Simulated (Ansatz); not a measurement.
Ansatz (a quantum-chemistry and plane-wave program) input:
A basis named .json is the Basis Set Exchange file of that set.

Ansatz 0.2 input:
```yaml
crystal:
  periodic: [false, false, false]
  atoms:
    - {symbol: Si, position_ang: [-0.00000000, -0.00000000, -0.55023073]}
    - {symbol: O, position_ang: [0.00000000, 0.00000000, 0.96290378]}
basis:
  gaussian:
    orbitals: def2-QZVPP.json
hamiltonian:
  xc: {name: PBE0}
```

Predict the final energy.

-364.57278 Eh (PBE0/def2-QZVPP). The basis has 127 functions.
